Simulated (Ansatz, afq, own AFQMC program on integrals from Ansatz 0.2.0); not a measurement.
# BNH3, quartet: AFQMC among the cluster methods

```yaml
atoms:
  - { symbol: B, position_ang: [-1.2927, 0.0000, 0.0000] }
  - { symbol: H, position_ang: [-1.8894, 1.0336, 0.0000] }
  - { symbol: H, position_ang: [-1.8894, -1.0336, 0.0000] }
  - { symbol: H, position_ang: [0.1293, 0.0000, 0.0000] }
  - { symbol: N, position_ang: [1.2603, 0.0000, 0.0000] }
```

Connectivity, by distances: BH2 ··· N, 1 bridging H.

Basis cc-pVTZ. Noble-gas cores (and the filled d shells of Ga–Kr and In–Xe) are frozen. AFQMC by an in-house program on the Cholesky factors that Ansatz 0.2.0 writes for its CCSD(T) run. ph-AFQMC/CISD is guided by a CISD state made of CCSD amplitudes; releasing the constraint for a short imaginary time cuts its bias at the price of noise, slowly where states lie close. ± is one standard error of the sampling.

Determinant: UHF, the one that the program's search chose, which needn't be the lowest solution. The geometry is a point of a scan.

No full CI on the walks' own integrals is used here; CCSDT(Q) serves as the reference and is uncertain by about the last step of the cluster series.

Cautions: lower spins were not checked.

* T1 diagnostic: 0.0153
* weight of the determinant in the CISD state: 0.896
* ⟨S²⟩ of the determinant: 3.784
* size of the correlated space: 11 electrons in 100 orbitals

Reference: CCSDT(Q), correlation energy -7.587 eV. The released energy is read at 2.40 1/Eh (meV from the phaseless value at times in 1/Eh: -7 ± 6 at 0.24, -10 ± 4 at 0.51, -9 ± 4 at 0.99, -12 ± 6 at 1.62, -8 ± 9 at 2.40).

| level | E − E(reference) (kcal/mol) | share of correlation (%) |
| --- | --- | --- |
| HF | 174.97 | 0.00 |
| MP2 | 29.64 | 83.06 |
| CCSD | 5.60 | 96.80 |
| CCSD(T) | 0.85 | 99.52 |
| CCSDT | 0.16 | 99.91 |
| ph-AFQMC/CISD | 0.30 ± 0.12 | 99.83 |
| released AFQMC | 0.11 ± 0.21 | 99.93 |

A walk keeps the symmetry of its determinant, which the program's search chose and which needn't be the lowest solution, so a lower state of the same spin and another symmetry isn't excluded. Released energies are given only where the last usable release times agree within the noise; a slower fall can still hide under it.
